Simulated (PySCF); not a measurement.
Isomers of C4H9F. Method used: PBE0-D3(BJ)/def2-SVP geometry optimisation, gas phase in PySCF 2.14.0. Energies are electronic, without zero-point or thermal terms, for one conformer each. No frequencies were run at this level. Point groups hold within 0.08 Å.

Problem. Order them by energy at this level, lowest first, and give relative energies in kcal/mol.
A. `CC(C)(C)F`
B. `[CH3:1][CH:2]([CH3:3])[CH2:4][F:5]` with C1–C2–C4–F5 -63°
C. `[CH3:1][CH2:2][CH2:3][CH2:4][F:5]` with C1–C2–C3–C4 178°, C2–C3–C4–F5 -61°
D. `[CH3:1][CH2:2][C@H:3]([CH3:4])[F:5]` with C1–C2–C3–C4 179°

Solution. A (0.0), D (3.4), B (6.7), C (7.8).

Neighbours under 2.5 kcal/mol apart (CC(C)CF and CCCCF) can change places with a better method, another conformer or zero-point energy.

| SMILES | E (Eh) | E rel (kcal/mol) | dipole (D) | point group | A, B, C (MHz) |
| --- | --- | --- | --- | --- | --- |
| CC(C)(C)F | -257.22472 | 0.0 | 1.78 | C3v | 4749, 4748, 4538 |
| CC[C@H](C)F | -257.21931 | 3.4 | 1.71 | C1 | 8259, 3483, 2702 |
| CC(C)CF | -257.21399 | 6.7 | 1.64 | Cs | 6300, 4013, 3199 |
| CCCCF | -257.21227 | 7.8 | 1.65 | C1 | 12568, 2362, 2175 |

Problem. How do the relative energies change in single points at PBE0/pcSseg-1 (no added dispersion term) on the same geometries?

Solution. 
| SMILES | PBE0-D3(BJ)/def2-SVP (kcal/mol) | PBE0/pcSseg-1 (kcal/mol) | shift |
| --- | --- | --- | --- |
| CC(C)(C)F | 0.0 | 0.0 | 0.0 |
| CC[C@H](C)F | 3.4 | 3.5 | +0.1 |
| CC(C)CF | 6.7 | 7.0 | +0.3 |
| CCCCF | 7.8 | 8.0 | +0.2 |

Each column counts from its own lowest isomer. The order is unchanged; the largest shift is 0.3 kcal/mol.

Problem. As an exercise, what shares would exp(−E/RT) give at 500 K from these electronic energies alone (no entropy, no degeneracies)?

Solution. RT = 0.994 kcal/mol: CC(C)(C)F 96.7 %, CC[C@H](C)F 3.2 %, CC(C)CF 0.1 %, CCCCF under 0.1 %.
